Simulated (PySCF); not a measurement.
dichloromethane (CH2Cl2), SMILES C(Cl)Cl. Coordinates come from a PBE0-D3(BJ)/def2-TZVP optimisation.

Computed equilibrium geometry at PBE0-D3(BJ)/def2-TZVP (PySCF confirms it by a frequency run) as bond lengths and angles, and its point group:
point group C2v.
Atoms: Cl1 C2 Cl3 H4 H5. Bonds (Å): Cl1–C2 1.762, C2–Cl3 1.762, C2–H4 1.086, C2–H5 1.086. Angles (°): Cl1–C2–Cl3 112.9, Cl1–C2–H4 108.1, Cl1–C2–H5 108.1, Cl3–C2–H4 108.1, Cl3–C2–H5 108.1, H4–C2–H5 111.4.
Charge 0, spin multiplicity 1.
